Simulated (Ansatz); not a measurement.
A run of Ansatz (development build ahead of 0.2.0) on singlet SiH2 at this shape:

```xyz
3

Si    0.0000    0.0000   -0.1342
H     0.0000    1.0962    0.9391
H     0.0000   -1.0962    0.9391
```

Its results:

```
Converged                       : yes
Reference energy                : -290.01827 hartree
Correlation energy              : -0.08837 hartree
Total energy                    : -290.10665 hartree
Spin squared of the determinant : 0.000
```

(1) Which input gives this output? Name the method, the orbitals and the basis set, and write the input.

Results:

(1) RHF-MP2 in cc-pVDZ. An unrestricted run that stays on the closed shell gives the same numbers.

```yaml
crystal:
  periodic: [false, false, false]
  atoms:
    - { symbol: Si, position_ang: [0.0, 0.0, -0.13416] }
    - { symbol: H, position_ang: [0.0, 1.09624, 0.93911] }
    - { symbol: H, position_ang: [0.0, -1.09624, 0.93911] }
basis:
  gaussian: { orbitals: cc-pVDZ }
hamiltonian:
  xc: hf
correlation:
  method: mp2
  frozen_orbitals: { H: 0, Si: 5 }
```
